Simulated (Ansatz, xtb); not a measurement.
# CH2BO−: which of two structures lies lower

Structure a: a triplet given by its coordinates. Structure b: `[BH2-]=C=O`, a singlet. Both are isolated ions in the gas phase, relaxed with PBE0-D3(BJ)/def2-SVPD.

a (Å):

```xyz
5

C    -1.4633    0.7559   -2.4667
B    -1.2552    1.8710   -1.4014
O    -0.2858    2.5983   -1.0567
H    -2.4077    0.2254   -2.6181
H    -0.6330    0.4460   -3.1360
```

Close contacts (Å): C1–B2 1.56, B2–O3 1.26, C1–H4 1.09, C1–H5 1.11.

b (Å):

```yaml
atoms:
  - { symbol: C, position_ang: [-0.7540, 1.5468, -1.4892] }
  - { symbol: B, position_ang: [-1.5036, 0.9535, -2.5494] }
  - { symbol: O, position_ang: [-0.1245, 2.0450, -0.5980] }
  - { symbol: H, position_ang: [-1.0975, -0.0863, -3.0403] }
  - { symbol: H, position_ang: [-2.5222, 1.5082, -2.9260] }
```

Problem. Estimate which is lower in electronic energy at CCSD(T)/def2-TZVPPD, and by roughly how much.

Solution. The CCSD(T)/def2-TZVPPD calculation puts structure b lower, by 16.6 kcal/mol.

Level by level:

| level | geometry | E(b) − E(a) (kcal/mol) | departure from the last row (kcal/mol) | job, with rough time for the two |
| --- | --- | --- | --- | --- |
| PBE0-D3(BJ)/def2-SVPD | PBE0-D3(BJ)/def2-SVPD | −14.4 | +2.1 | optimisation, 1.8 min |
| HF/def2-TZVPPD | PBE0-D3(BJ)/def2-SVPD | +1.8 | +18.4 | part of the CCSD(T) run |
| MP2/def2-TZVPPD | PBE0-D3(BJ)/def2-SVPD | −16.7 | −0.1 | part of the CCSD(T) run |
| CCSD(T)/def2-TZVPPD | PBE0-D3(BJ)/def2-SVPD | −16.6 |  | single point, 2.4 min |

HF/def2-TZVPPD puts the two in the other order. The largest departure from CCSD(T)/def2-TZVPPD is that of HF/def2-TZVPPD, 18.4 kcal/mol. At CCSD(T)/def2-TZVPPD a singlet with the links of a lies below this triplet. Levels run at GFN2-xTB geometries aren't shown.

With harmonic frequencies from PBE0-D3(BJ)/def2-SVPD (ideal gas, rigid rotor, one conformer each, 200 K, 1 atm): the zero-point term adds −1.4 kcal/mol; ΔH is −18.0 and ΔG −17.2 kcal/mol.

Open shells are spin-unrestricted. The correlated steps freeze 3 core orbitals. ΔG holds the spin degeneracy. Programs: Ansatz 0.2.0; the last row on 1 thread of Arm Neoverse V1 on a shared host.
